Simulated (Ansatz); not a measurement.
**CH₄BF: up Jacob's ladder to CCSD(T)**

An exercise on one series of results from a longer session: the logs are not shown, and one member is left open.

Method: functionals in def2-TZVPP, the program's frozen cores in correlated methods; program: Ansatz 0.2.0, Gaussian basis.

The runs, in order: LDA (SPW92), PBE-D4, revPBE-D4, BLYP-D4, r2SCAN-D4, B97M-V, PBE0-D4, B3LYP-D4, r2SCANh-D4, r2SCAN0-D4, HSE06-D4, BHLYP-D4, CAM-B3LYP-D4, LC-ωPBE, ωB97X-V, ωB97M-V, B2PLYP, PBE-QIDH; CCSD(T)/def2-SVP; CCSD(T)/def2-TZVPP; CCSD(T)/def2-QZVPP; extrapolation to the limit; RPA on PBE.

### The geometry

All runs share one geometry, relaxed beforehand with PBE0-D4 in a triple-zeta def2 set.

SMILES `CBF`, 7 atoms, charge 0, spin multiplicity 1.

Atoms are counted from 1 here; the program's logs count them from 0.

Bond lengths: C1–B2 1.553 Å, C1–H4 1.091 Å, C1–H5 1.096 Å, C1–H6 1.096 Å, B2–F3 1.326 Å, B2–H7 1.202 Å. Angles: B2–C1–H4 114.0°, B2–C1–H5 109.6°, B2–C1–H6 109.7°, H4–C1–H5 109.0°, H4–C1–H6 109.0°, H5–C1–H6 105.1°, C1–B2–F3 120.6°, C1–B2–H7 123.5°, F3–B2–H7 116.0°.

Set-up of the first run:

Contents of in.yaml:

```yaml
crystal:
  periodic: [false, false, false]
  atoms:
    - {symbol: C, position_ang: [-0.563616, 0.331581, -0.177025]}
    - {symbol: B, position_ang: [0.730182, -0.433208, 0.213996]}
    - {symbol: F, position_ang: [1.017763, -1.601568, -0.344417]}
    - {symbol: H, position_ang: [-1.175269, -0.181815, -0.920384]}
    - {symbol: H, position_ang: [-0.302579, 1.326637, -0.555530]}
    - {symbol: H, position_ang: [-1.168630, 0.516023, 0.718077]}
    - {symbol: H, position_ang: [1.523348, -0.025551, 1.019581]}
basis:
  gaussian: {orbitals: def2-TZVPP}
hamiltonian: {xc: lda}
output: {orbitals: {seedname: orbitals}}
```

On the command line:

```sh
ansatz run in.yaml --threads 2 --pin off --events-out ev --progress --plain --max-ram 32768MiB --backend cpu
```

Steps of the session up to this table: LDA; PBE-D4 (GGA); revPBE-D4 (GGA); BLYP-D4 (GGA); r2SCAN-D4 (meta-GGA); B97M-V (meta-GGA); B3LYP-D4 (hybrid); r2SCANh-D4 (hybrid); r2SCAN0-D4 (hybrid); HSE06-D4 (hybrid); BHLYP-D4 (hybrid); CAM-B3LYP-D4 (range-separated); LC-ωPBE (range-separated); ωB97X-V (range-separated); ωB97M-V (range-separated); B2PLYP (double hybrid); PBE-QIDH (double hybrid).

One table of the session follows, with a row left open; its other results are not shown here.

It belongs to the step «Frontier levels by functional». 

| functional | HOMO (eV) | gap (eV) |
| --- | --- | --- |
| LDA (SPW92) | -7.50 | 5.72 |
| PBE-D4 | -7.41 | 5.92 |
| revPBE-D4 | -7.37 | 5.99 |
| BLYP-D4 | -7.37 | 5.99 |
| r2SCAN-D4 | -7.75 | 6.70 |
| B97M-V | -7.87 | 6.73 |
| PBE0-D4 | -8.97 | 8.52 |
| B3LYP-D4 | -8.78 | 8.06 |
| r2SCANh-D4 | -8.33 | 7.63 |
| r2SCAN0-D4 | -9.19 | 9.02 |
| HSE06-D4 | -8.56 | 7.73 |
| BHLYP-D4 | -10.49 | 11.06 |
| CAM-B3LYP-D4 | ? | ? |
| LC-ωPBE | -11.81 | 13.73 |
| ωB97X-V | -11.47 | 13.27 |
| ωB97M-V | -11.33 | 12.84 |

Q: Estimate the row for CAM-B3LYP-D4 from the others.

As computed: HOMO (eV): -10.48; gap (eV): 11.11. In the column «HOMO (eV)» it lies between BHLYP-D4 (-10.49) and r2SCAN0-D4 (-9.19).
